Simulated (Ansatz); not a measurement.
Run this with Ansatz 0.2.0, Python API and show what comes out.

`run_torsion.py`
```python
# -*- coding: utf-8 -*-
import ansatz as az
from ase import Atoms

BASIS_SET = "def2-SVP"
XC = "hf"
FORCE_TOL = 0.02

atoms = Atoms(["B", "N", "C", "H", "H", "H", "H", "H", "H", "H", "H"], positions=[
    (-0.7664, 0.9123, -0.1772),
    (-0.3861, -0.5039, 0.0655),
    (1.0428, -0.6197, 0.1195),
    (-1.9305, 1.0283, -0.241),
    (-0.369, 1.3369, -1.2444),
    (-0.4333, 1.678, 0.6934),
    (-0.768, -0.8245, 0.9747),
    (-0.702, -1.0876, -0.7158),
    (1.4893, 0.0084, 1.0094),
    (1.5456, -0.3041, -0.8023),
    (1.3432, -1.6811, 0.3389),
])

first = az.Crystal.molecule_from_ase(atoms).calculation()
first = first.basis(gaussian=BASIS_SET)
first = first.functional(XC)
first = first.relax(force_tolerance=FORCE_TOL, max_steps=80)
atoms.positions = first.run(threads=1, pin="off").report["positions_ang"]

start = atoms.get_dihedral(2, 1, 0, 3)
energies = {}
for turn in range(0, 121, 15):
    turned = atoms.copy()
    turned.set_dihedral(2, 1, 0, 3, start + turn, indices=[0, 3, 4, 5])
    base = az.Crystal.molecule_from_ase(turned).calculation()
    base = base.basis(gaussian=BASIS_SET)
    base = base.functional(XC)
    energies[round((start + turn) % 360)] = base.run(threads=1, pin="off").report["free_energy_ev"]
floor = min(energies.values())
print("dihedral C2-N1-B0-H3 (deg)   E - E(min) (kJ/mol)")
for angle, e in sorted(energies.items()):
    print(f"{angle:8d} {96.485332 * (e - floor):14.3f}  " + "#" * int(30 * (e - floor) / max(max(energies.values()) - floor, 1e-9)))
```

```console
$ python run_torsion.py
dihedral C2-N1-B0-H3 (deg)   E - E(min) (kJ/mol)
     180          0.000
     195          1.721  ####
     210          5.820  ###############
     225          9.869  #########################
     240         11.526  ##############################
     255          9.849  #########################
     270          5.797  ###############
     285          1.719  ####
     300          0.038
```

What to keep in mind:
- These settings explore the input space; basis and method may be short of convergence.
- The scan is rigid and the energies are electronic, in a modest basis. With rigid groups the curve can differ much from the relaxed path, the start wasn't checked as a minimum of this torsion, and equivalent turns needn't return to the same energy.
- Run time: 11 s on 1 thread of Arm Neoverse V2, with other jobs on the host, peak memory 0.21 GiB.
